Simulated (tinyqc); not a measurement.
UHF in the sto-3g basis, for LiH, spin multiplicity 3, step by step. This run ends on a higher stationary point, not on the lowest solution. One step of it, computed by the program tinyqc.

Task: Iteration 1: building the Fock matrix. J_ij = sum D_kl (ij|kl) with D = D(alpha) + D(beta), K_ij = sum D_kl (ik|jl) for each spin; F = H + J - K(s); E = tr D H + tr D J / 2 - 0.5 sum_s tr D(s) K(s) + E_nn.

D(alpha) at the start:
```
            1Li 1s     1Li 2s    1Li 2px    1Li 2py    1Li 2pz      2H 1s
1Li 1s    1.022784  -0.066271   0.000000   0.000000  -0.040519  -0.058854
1Li 2s   -0.066271   0.145468   0.000000   0.000000   0.145926   0.226328
1Li 2px   0.000000   0.000000   0.283063  -0.450487   0.000000   0.000000
1Li 2py   0.000000   0.000000  -0.450487   0.716937   0.000000   0.000000
1Li 2pz  -0.040519   0.145926   0.000000   0.000000   0.147063   0.228197
2H 1s    -0.058854   0.226328   0.000000   0.000000   0.228197   0.354107
```

D(beta) at the start:
```
            1Li 1s     1Li 2s   1Li 2px   1Li 2py    1Li 2pz      2H 1s
1Li 1s    1.011240  -0.025382  0.000000  0.000000   0.000684   0.005078
1Li 2s   -0.025382   0.000637  0.000000  0.000000  -0.000017  -0.000127
1Li 2px   0.000000   0.000000  0.000000  0.000000   0.000000   0.000000
1Li 2py   0.000000   0.000000  0.000000  0.000000   0.000000   0.000000
1Li 2pz   0.000684  -0.000017  0.000000  0.000000   0.000000   0.000003
2H 1s     0.005078  -0.000127  0.000000  0.000000   0.000003   0.000026
```

core Hamiltonian H = T + V (hartree):
```
            1Li 1s     1Li 2s    1Li 2px    1Li 2py    1Li 2pz      2H 1s
1Li 1s   -4.697172  -1.054769   0.000000   0.000000  -0.012474  -0.186951
1Li 2s   -1.054769  -1.372544   0.000000   0.000000  -0.109609  -0.566517
1Li 2px   0.000000   0.000000  -1.116388   0.000000   0.000000   0.000000
1Li 2py   0.000000   0.000000   0.000000  -1.116388   0.000000   0.000000
1Li 2pz  -0.012474  -0.109609   0.000000   0.000000  -1.203446  -0.725948
2H 1s    -0.186951  -0.566517   0.000000   0.000000  -0.725948  -1.338987
```

Two-electron integrals (ij|kl) in chemists' order, unique and non-zero (hartree):
```
(11|11) 1.680395   (21|11) 0.265420   (21|21) 0.049941   (22|11) 0.397727
(22|21) 0.092860   (22|22) 0.290562   (31|31) 0.008981   (32|31) 0.013788
(32|32) 0.064184   (33|11) 0.396640   (33|21) 0.092880   (33|22) 0.290497
(33|33) 0.312946   (41|41) 0.008981   (42|41) 0.013788   (42|42) 0.064184
(43|43) 0.016869   (44|11) 0.396640   (44|21) 0.092880   (44|22) 0.290497
(44|33) 0.279207   (44|44) 0.312946   (51|51) 0.008981   (52|51) 0.013788
(52|52) 0.064184   (53|53) 0.016869   (54|54) 0.016869   (55|11) 0.396640
(55|21) 0.092880   (55|22) 0.290497   (55|33) 0.279207   (55|44) 0.279207
(55|55) 0.312946   (61|11) 0.044165   (61|21) 0.008362   (61|22) 0.015880
(61|33) 0.015695   (61|44) 0.015695   (61|51) 0.001007   (61|52) 0.001964
(61|55) 0.016256   (61|61) 0.001535   (62|11) 0.119048   (62|21) 0.028203
(62|22) 0.095270   (62|33) 0.090132   (62|44) 0.090132   (62|51) 0.004525
(62|52) 0.028971   (62|55) 0.105452   (62|61) 0.005667   (62|62) 0.054323
(63|31) 0.002089   (63|32) 0.010149   (63|53) 0.004292   (63|63) 0.003567
(64|41) 0.002089   (64|42) 0.010149   (64|54) 0.004292   (64|64) 0.003567
(65|11) 0.152160   (65|21) 0.036381   (65|22) 0.127207   (65|33) 0.118505
(65|44) 0.118505   (65|51) 0.006991   (65|52) 0.044466   (65|55) 0.144475
(65|61) 0.007558   (65|62) 0.078950   (65|65) 0.116026   (66|11) 0.290658
(66|21) 0.069948   (66|22) 0.260720   (66|33) 0.237858   (66|44) 0.237858
(66|51) 0.012154   (66|52) 0.097892   (66|55) 0.306257   (66|61) 0.014516
(66|62) 0.188556   (66|65) 0.283733   (66|66) 0.774606
```

nuclear repulsion = 0.87322972 hartree

Give: Coulomb J; exchange K(alpha); exchange K(beta); F(alpha); F(beta); total energy of this density.

Result:

Coulomb J (hartree):
```
         1Li 1s  1Li 2s  1Li 2px  1Li 2py  1Li 2pz   2H 1s
1Li 1s   4.1039  0.7041   0.0000   0.0000   0.0127  0.1202
1Li 2s   0.7041  1.3594   0.0000   0.0000   0.0855  0.4914
1Li 2px  0.0000  0.0000   1.3394  -0.0152   0.0000  0.0000
1Li 2py  0.0000  0.0000  -0.0152   1.3541   0.0000  0.0000
1Li 2pz  0.0127  0.0855   0.0000   0.0000   1.3778  0.6619
2H 1s    0.1202  0.4914   0.0000   0.0000   0.6619  1.4145
```

exchange K(alpha) (hartree):
```
         1Li 1s  1Li 2s  1Li 2px  1Li 2py  1Li 2pz   2H 1s
1Li 1s   1.7007  0.2771   0.0000   0.0000   0.0068  0.0533
1Li 2s   0.2771  0.2269   0.0000   0.0000   0.1425  0.2314
1Li 2px  0.0000  0.0000   0.1274  -0.1334   0.0000  0.0000
1Li 2py  0.0000  0.0000  -0.1334   0.2559   0.0000  0.0000
1Li 2pz  0.0068  0.1425   0.0000   0.0000   0.2059  0.2870
2H 1s    0.0533  0.2314   0.0000   0.0000   0.2870  0.5392
```

exchange K(beta) (hartree):
```
         1Li 1s  1Li 2s  1Li 2px  1Li 2py  1Li 2pz   2H 1s
1Li 1s   1.6863  0.2577   0.0000   0.0000   0.0010  0.0430
1Li 2s   0.2577  0.0462   0.0000   0.0000   0.0003  0.0078
1Li 2px  0.0000  0.0000   0.0084   0.0000   0.0000  0.0000
1Li 2py  0.0000  0.0000   0.0000   0.0084   0.0000  0.0000
1Li 2pz  0.0010  0.0003   0.0000   0.0000   0.0085  0.0010
2H 1s    0.0430  0.0078   0.0000   0.0000   0.0010  0.0014
```

F(alpha) (hartree):
```
          1Li 1s   1Li 2s  1Li 2px  1Li 2py  1Li 2pz    2H 1s
1Li 1s   -2.2940  -0.6278   0.0000   0.0000  -0.0065  -0.1200
1Li 2s   -0.6278  -0.2401   0.0000   0.0000  -0.1667  -0.3065
1Li 2px   0.0000   0.0000   0.0956   0.1182   0.0000   0.0000
1Li 2py   0.0000   0.0000   0.1182  -0.0182   0.0000   0.0000
1Li 2pz  -0.0065  -0.1667   0.0000   0.0000  -0.0316  -0.3510
2H 1s    -0.1200  -0.3065   0.0000   0.0000  -0.3510  -0.4637
```

F(beta) (hartree):
```
          1Li 1s   1Li 2s  1Li 2px  1Li 2py  1Li 2pz    2H 1s
1Li 1s   -2.2796  -0.6085   0.0000   0.0000  -0.0008  -0.1098
1Li 2s   -0.6085  -0.0594   0.0000   0.0000  -0.0244  -0.0829
1Li 2px   0.0000   0.0000   0.2146  -0.0152   0.0000   0.0000
1Li 2py   0.0000   0.0000  -0.0152   0.2292   0.0000   0.0000
1Li 2pz  -0.0008  -0.0244   0.0000   0.0000   0.1658  -0.0650
2H 1s    -0.1098  -0.0829   0.0000   0.0000  -0.0650   0.0741
```

total energy of this density = -7.674278 hartree
